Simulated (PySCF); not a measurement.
H3P, SMILES P (connectivity only; charge and spin as stated), charge +1, multiplicity 2. Atoms are numbered in the order given.

```xyz
4

P      0.0000     0.0000     0.0622
H     -1.1826    -0.6828    -0.3109
H      0.0000     1.3655    -0.3109
H      1.1826    -0.6828    -0.3109
```
Charge +1, spin multiplicity 2.

The structure is a stationary point at PBE-D3(BJ)/def2-TZVPD. The spin state was assumed, not searched.

These are B3LYP/def2-TZVPD (PySCF) values and carry that method's errors.

Computed frontier levels, dipole moment and polarisability:
```
Item                                                               Result
------------------------------------------------  -----------------------
α spin, highest occupied and lowest empty level       -15.65 and -6.94 eV
β spin, highest occupied and lowest empty level      -19.17 and -11.84 eV
dipole moment about the centre of nuclear charge                   0.36 D
mean static polarisability                           20.2 bohr³ (2.99 Å³)
polarisability, principal values                   17.4, 21.5, 21.5 bohr³
⟨S²⟩                                              0.753 (pure state 0.75)
```
